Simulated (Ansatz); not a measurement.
α-phase Ga was calculated with PBE-D4 (Ansatz, a program for electronic structure, plane waves, PAW).

Run with plane-wave cutoff 520 eV, 14×14×12 k mesh (along the axes of the cell as run), Fermi–Dirac smearing 0.05 eV, scalar-relativistic PAW data made under PBE.

The cell is scaled about its equilibrium volume:

Shape and atoms are relaxed at each volume.

```json
[
 {"V (Å³/atom)": "18.236", "P (GPa)": "2.80", "c (Å)": "4.425", "a (Å)": "4.393"},
 {"V (Å³/atom)": "18.616", "P (GPa)": "1.31", "c (Å)": "4.455", "a (Å)": "4.428"},
 {"V (Å³/atom)": "18.996", "P (GPa)": "0.00", "c (Å)": "4.486", "a (Å)": "4.461"},
 {"V (Å³/atom)": "19.375", "P (GPa)": "-1.16", "c (Å)": "4.517", "a (Å)": "4.494"},
 {"V (Å³/atom)": "19.755", "P (GPa)": "-2.18", "c (Å)": "4.548", "a (Å)": "4.525"}
]
```

Note: the bulk modulus comes from volumes at which shape and atoms were relaxed.
